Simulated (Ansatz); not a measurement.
**AlNH₃ (doublet): the correlation ladder, cc-pVTZ**

The task here is to estimate one member of a computed series from the others.

Program: Ansatz 0.2.0, Gaussian basis. Level of theory: cc-pVTZ, core rule «outside noble gas», up to 6 orbitals frozen. These are calculated values, not measurements.

The runs, in order: UHF; CCSD(T) on ROHF; CCSD(T) on UHF; BCCD(T) on ROHF; CCSDT(Q) on ROHF; CCSDT(Q) on UHF.

9 further runs of the same task are left out: 4 for a known fault of the program, 5 set aside as unsound or not needed.

### The system

The geometry is a PBE0/def2-TZVP stationary point (not a proven minimum).

5 atoms, charge 0, spin multiplicity 2.

Atoms are counted from 1 here; the program's logs count them from 0.

Bond lengths: Al1–N2 1.744 Å, Al1–H3 1.581 Å, Al1–H4 1.581 Å, N2–H5 1.005 Å. Angles: N2–Al1–H3 117.1°, N2–Al1–H4 117.1°, H3–Al1–H4 125.8°, Al1–N2–H5 180.0°.

As a file:

```xyz
5
charge 0, multiplicity 2
Al    0.0000    0.0000    0.5851
N     0.0000    0.0000   -1.1592
H     0.0000    1.4073    1.3050
H     0.0000   -1.4073    1.3050
H     0.0000    0.0000   -2.1640
```

The first run:

in.yaml

```yaml
crystal:
  periodic: [false, false, false]
  atoms:
    - {symbol: Al, position_ang: [0.000000, 0.000000, 0.585096]}
    - {symbol: N, position_ang: [0.000000, 0.000000, -1.159176]}
    - {symbol: H, position_ang: [0.000000, 1.407264, 1.304973]}
    - {symbol: H, position_ang: [0.000000, -1.407264, 1.304973]}
    - {symbol: H, position_ang: [0.000000, 0.000000, -2.164038]}
basis:
  gaussian: {orbitals: cc-pVTZ}
magnetization: {spin_polarized: true, initial_magnetization: 1}
hamiltonian: {xc: hf}
output: {orbitals: {seedname: orbitals}}
```

Run with:

```sh
$ ansatz run in.yaml --threads 1 --pin off --events-out ev --progress --plain --max-ram 2816MiB --backend cpu
```

Among the steps run: UHF; CCSD(T) on ROHF; CCSD(T) on UHF; BCCD(T) on ROHF; CCSDT(Q) on ROHF; CCSDT(Q) on UHF.

One of the session's tables, all rows but one given; the rest of the session is left out.

```
   method  from UCCSDT(Q) (meV)
     ROHF               +8173.2
      UHF               +8038.5
     RMP2               +1090.7
     UMP2               +1101.5
    RCCSD                +273.8
    UCCSD                +270.8
 RCCSD(T)                     ?
 UCCSD(T)                 +37.4
  BCCD(T)                 +36.6
   RCCSDT                 +12.4
   UCCSDT                 +11.5
RCCSDT(Q)                  +1.9
UCCSDT(Q)                     0
```

Estimate the missing values for RCCSD(T).

The run gave: from UCCSDT(Q) (meV): +37.5. In the column «from UCCSDT(Q) (meV)» it lies between UCCSD(T) (+37.4) and UCCSD (+270.8).

With the free atoms at the same levels and basis (separate runs), the atomisation energy is 12.449 eV at UCCSDT(Q), 12.438 eV at RCCSD(T), 12.434 eV at UCCSD(T), 9.017 eV at ROHF.

Caveats from the session: Restricted and unrestricted rows rest on different reference determinants; where their highest levels disagree by more than a few hundredths of an eV, they describe different states and don't form one ladder.
